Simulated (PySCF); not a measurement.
Ionisation energy of Mg by level of theory

Mg [Ne] 3s2 (1S) → Mg⁺ [Ne] 3s1 (2S), as a difference of total energies. Computed with PySCF 2.14 in aug-cc-pCVTZ-DK with one added diffuse shell each of s, p, d, f type (9s8p6d4f, 91 functions), with the spin-free X2C one-electron Hamiltonian (Gaussian nucleus). Correlated levels: nothing frozen. The calculations carry no spin-orbit coupling.

| method | ionisation energy (eV) |
| --- | --- |
| UHF | 6.616 |
| MP2 (all electrons) | 7.381 |
| SCS-MP2 (all electrons) | 7.484 |
| CCSD (all electrons) | 7.575 |
| CCSD(T) (all electrons) | 7.608 |

Question: How much does correlation contribute at CCSD(T) (all electrons)?

Answer: 7.608 − (6.616) = 0.992 eV, measured against UHF.

Errors of the correlated levels include the incompleteness of this basis.

For comparison: 7.646 eV (measured; NIST Atomic Spectra Database, ionization energies).
